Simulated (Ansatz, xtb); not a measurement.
## CH4BO−: which of two isomers lies lower

We compare I, `C=[BH-]O`, a singlet, with II, `[BH3-]C=O`, a singlet. Both are isolated ions in the gas phase, relaxed with PBE0-D3(BJ)/def2-SVPD; the shapes shown needn't be the lowest conformers.

I (Å):

| atom | x (Å) | y (Å) | z (Å) |
| --- | --- | --- | --- |
| C | 0.0321 | 1.0044 | -0.7717 |
| B | -0.0973 | -0.2676 | -0.0589 |
| O | -1.1492 | -1.2279 | -0.2666 |
| H | -0.6747 | 1.3509 | -1.5460 |
| H | 0.6946 | -0.6522 | 0.8059 |
| H | 0.8498 | 1.7127 | -0.5856 |
| H | -1.7272 | -0.8726 | -0.9459 |

II (Å):

```yaml
atoms:
  - { symbol: C, position_ang: [1.2983, 1.4491, -0.6446] }
  - { symbol: B, position_ang: [0.9740, 0.2820, 0.3957] }
  - { symbol: O, position_ang: [1.8959, 2.5109, -0.5040] }
  - { symbol: H, position_ang: [1.4032, 0.4955, 1.5339] }
  - { symbol: H, position_ang: [-0.2637, 0.1419, 0.3796] }
  - { symbol: H, position_ang: [1.4482, -0.7592, -0.0970] }
  - { symbol: H, position_ang: [0.9018, 1.2551, -1.7009] }
```

**Question.** Estimate which is lower in electronic energy at CCSD(T)/def2-SVPD + ΔMP2/def2-TZVPPD, and by roughly how much.

**Answer.** The CCSD(T)/def2-SVPD + ΔMP2/def2-TZVPPD calculation puts structure I lower, by 0.731 eV.

Level by level:

| level | geometry | E(II) − E(I) (eV) | departure from the last row (eV) | job, with rough time for the two |
| --- | --- | --- | --- | --- |
| GFN2-xTB | GFN2-xTB | −0.395 | −1.126 | optimisation, 0.28 s |
| HF/STO-3G | GFN2-xTB | −0.477 | −1.209 | single point, 0.3 s |
| r2SCAN-D4/def2-SVPD | GFN2-xTB | +0.569 | −0.163 | single point, 4.6 s |
| PBE0-D3(BJ)/def2-SVPD | PBE0-D3(BJ)/def2-SVPD | +0.589 | −0.143 | optimisation, 23 s |
| HF/def2-SVPD | PBE0-D3(BJ)/def2-SVPD | +0.632 | −0.100 | part of the CCSD(T) run |
| MP2/def2-SVPD | PBE0-D3(BJ)/def2-SVPD | +0.755 | +0.024 | part of the CCSD(T) run |
| CCSD(T)/def2-SVPD | PBE0-D3(BJ)/def2-SVPD | +0.623 | −0.108 | single point |
| CCSD(T)/def2-SVPD + ΔMP2/def2-TZVPPD | PBE0-D3(BJ)/def2-SVPD | +0.731 |  | single point, 23 s |

As drawn, II has 1 C–B, 1 C=O, 2 B–H in place of 1 C=B, 1 B–O, 1 C–H, 1 O–H.

GFN2-xTB, HF/STO-3G put the two in the other order. The largest departure from CCSD(T)/def2-SVPD + ΔMP2/def2-TZVPPD is that of HF/STO-3G, 1.209 eV. The last row adds to CCSD(T) the change of the MP2 difference between the two basis sets, here +0.108 eV.

With harmonic frequencies from PBE0-D3(BJ)/def2-SVPD (ideal gas, rigid rotor, one conformer each, 1000 K, 1 atm): the zero-point term adds −0.122 eV; ΔH is +0.604 and ΔG +0.588 eV.

The correlated steps freeze 3 core orbitals. Codes used: Ansatz 0.2.0, xtb 6.7.1; the last row on 1 thread of Intel(R) Xeon(R) Platinum 8259CL CPU @ 2.50GHz (Skylake/Cascade Lake) on a shared host.
